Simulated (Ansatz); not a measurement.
# H₃NOSi (SMILES N[SiH]=O): one structure at several levels

An exercise on one series of results from a longer session: the logs are not shown, and one member is left open.

Program: Ansatz 0.2.0, Gaussian basis. Level of theory: single points in def2-TZVPP. These are calculated values, not measurements.

Cores are frozen in the correlated methods.

### Where the work starts

6 atoms, charge 0, spin multiplicity 1.

Atoms are counted from 1 here; the program's logs count them from 0.

Bond lengths: N1–Si2 1.752 Å, N1–H4 0.982 Å, N1–H5 0.933 Å, Si2–O3 1.471 Å, Si2–H6 1.418 Å. Angles: Si2–N1–H4 121.2°, Si2–N1–H5 117.9°, H4–N1–H5 120.9°, N1–Si2–O3 124.5°, N1–Si2–H6 102.1°, O3–Si2–H6 133.0°.

Geometry (Å):

| atom | x (Å) | y (Å) | z (Å) |
| --- | --- | --- | --- |
| N1 | -0.56930 | 0.36610 | -0.60320 |
| Si2 | 0.45710 | -0.38610 | 0.60110 |
| O3 | 0.48260 | -1.82760 | 0.89140 |
| H4 | -1.20440 | -0.16320 | -1.13350 |
| H5 | -0.47460 | 1.28350 | -0.74570 |
| H6 | 1.26420 | 0.70080 | 1.02400 |

The first run:

File run/in.yaml:

```yaml
crystal:
  periodic: [false, false, false]
  atoms:
    - {symbol: N, position_ang: [-0.569300, 0.366100, -0.603200]}
    - {symbol: Si, position_ang: [0.457100, -0.386100, 0.601100]}
    - {symbol: O, position_ang: [0.482600, -1.827600, 0.891400]}
    - {symbol: H, position_ang: [-1.204400, -0.163200, -1.133500]}
    - {symbol: H, position_ang: [-0.474600, 1.283500, -0.745700]}
    - {symbol: H, position_ang: [1.264200, 0.700800, 1.024000]}
basis:
  gaussian: {orbitals: def2-TZVPP}
correlation: {method: ccsd_t}
output: {forces: true}
```

No record of the launch command was kept for these runs.

Steps of the session up to this table: CCSD(T)/def2-TZVPP; PBE0-D4/def2-TZVPP; wB97M-V/def2-TZVPP; r2SCAN-D4/def2-TZVPP; PBE-D4/def2-TZVPP; wB97X-V/def2-TZVPP; SPW92/def2-TZVPP.

One table of the session follows, with a row left open; its other results are not shown here.

```
   method  RMS force component (eV/Å)  angle to CCSD(T) forces (°)  dipole (D)
  CCSD(T)                       2.197                    reference        4.26
  PBE0-D4                       2.135                          4.3        4.35
  wB97M-V                       2.125                          3.5        4.35
r2SCAN-D4                       2.164                          1.9        4.28
   PBE-D4                           ?                            ?           ?
  wB97X-V                       2.157                          4.3        4.40
    SPW92                       2.308                          5.5        4.26
```

Estimate the missing values for PBE-D4.

**Answer.** RMS force component (eV/Å): 2.290; angle to CCSD(T) forces (°): 4.4; dipole (D): 4.17. In the column «RMS force component (eV/Å)» it lies between CCSD(T) (2.197) and SPW92 (2.308).
